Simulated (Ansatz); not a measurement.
in.yaml

```yaml
crystal:
  periodic: [false, false, false]
  atoms:
    - {symbol: B, position_ang: [0.000000, -0.773581, 1.268590]}
    - {symbol: Al, position_ang: [0.000000, 0.354470, -0.474972]}
    - {symbol: H, position_ang: [0.000000, -1.191497, -0.892167]}
basis:
  gaussian: {orbitals: STO-3G}
magnetization: {spin_polarized: false, initial_magnetization: 1}
hamiltonian: {xc: {name: PBE}}
correlation: {method: ccsdt_q, electrons: outside_noble_gas}
scf: {omitted_lower_state_checks: [cluster_reference]}
```

```sh
$ ansatz run in.yaml --threads 1 --pin off --events-out ev --progress --plain --max-ram 2393MiB
```

Output:

```
these checks for a lower state are left out or cut short: cluster_reference
243 factors; integrals over basis functions are off by at most 2.5e-8 eV
mean field evaluation 1: about -7182.8654 eV, gradient 3.1e1 eV
mean field evaluation 2: about -7182.8509 eV, gradient 3.1e1 eV
mean field evaluation 4: about -7187.4282 eV, gradient 7.7e0 eV
mean field evaluation 8: about -7187.8548 eV, gradient 3.9e0 eV
mean field evaluation 16: about -7187.9431 eV, gradient 8.4e-4 eV
mean field evaluation 32: about -7187.9602 eV, gradient 3.7e-2 eV
mean field evaluation 64: about -7184.7913 eV, gradient 6.3e0 eV
mean field evaluation 96: about -7184.4621 eV, gradient 6.7e0 eV
mean field -7187.94607798 eV, -264.1521462010 hartree, gradient 1.1e-6 eV, S^2 0.750000; 9 other end points of the search recorded, 0 dependent functions left out
6 core orbitals not correlated: weight in the atoms' cores, before any rotation towards them, 0.999 or more for the frozen orbitals, at most 0.000 for the correlated occupied ones
reference -7173.67709180 eV, -263.6277706306 hartree; 4, 3 occupied and 5, 6 virtual orbitals, 243 factors
second order -2.55373836 eV of doubles, -0.42323433 eV of singles
cycle   1  -3.04479995 eV  change   -6.4e-2 eV  update   1.3e-1
cycle   2  -3.43031313 eV  change   -3.9e-1 eV  update   7.9e-2
...
cycle  33  -3.80102434 eV  change    2.9e-6 eV  update   2.6e-6
cycle  34  -3.80102408 eV  change    2.6e-7 eV  update   2.1e-6
cycle  35  -3.80102257 eV  change    1.5e-6 eV  update   1.6e-6
cycle  36  -3.80102251 eV  change    6.0e-8 eV  update   1.2e-6
cycle  37  -3.80102101 eV  change    1.5e-6 eV  update   9.2e-7
cycle  38  -3.80102074 eV  change    2.7e-7 eV  update   5.9e-7
cycle  39  -3.80102027 eV  change    4.7e-7 eV  update   4.0e-7
cycle  40  -3.80102014 eV  change    1.3e-7 eV  update   2.8e-7
cycle  41  -3.80101983 eV  change    3.1e-7 eV  update   2.2e-7
cycle  42  -3.80101980 eV  change    3.5e-8 eV  update   1.6e-7
perturbative correction -0.01921692 eV, -0.0007062088 hartree
Total energy: -7177.49732852 eV, -263.7681617406 hartree
Checks for a lower state left out: cluster_reference
```

Ran on 1 thread of Arm Neoverse V2, shared host: 2.8 s wall, 0.14 GiB peak host memory.
